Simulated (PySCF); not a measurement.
## Working out the ionisation energy of Ne

Ne [Ne] (1S) → Ne⁺ [He] 2s2 2p5 (2P). Computed with PySCF 2.14 in aug-cc-pVQZ (6s5p4d3f2g, 80 functions), with no relativity, point nucleus. Frozen: 1s2. Energies in hartree (1 hartree = 27.21139 eV):

```json
{"part": "UHF", "Ne (lower)": "-128.543756", "Ne⁺ (upper)": "-127.821200"}
{"part": "MP2 opposite-spin", "Ne (lower)": "-0.222917", "Ne⁺ (upper)": "-0.170112"}
{"part": "MP2 same-spin", "Ne (lower)": "-0.074325", "Ne⁺ (upper)": "-0.050952"}
```

Task: What does Hartree-Fock give?

Result: (-127.821200) − (-128.543756) = 0.722556 hartree = 19.662 eV.

Task: What do MP2 and SCS-MP2 (6/5 opposite-spin, 1/3 same-spin) give?

Result: The opposite-spin parts differ by 1.437 eV and the same-spin parts by 0.636 eV. MP2: 19.662 + (1.437) + (0.636) = 21.735 eV. SCS-MP2: 19.662 + 1.2 × (1.437) + (0.636)/3 = 21.598 eV.

Measured between the centres of the two terms (NIST): 21.597 eV, so MP2 (valence) is off by 0.138 eV.

What remains against the reference includes basis incompleteness, the frozen core and correlation beyond second order.
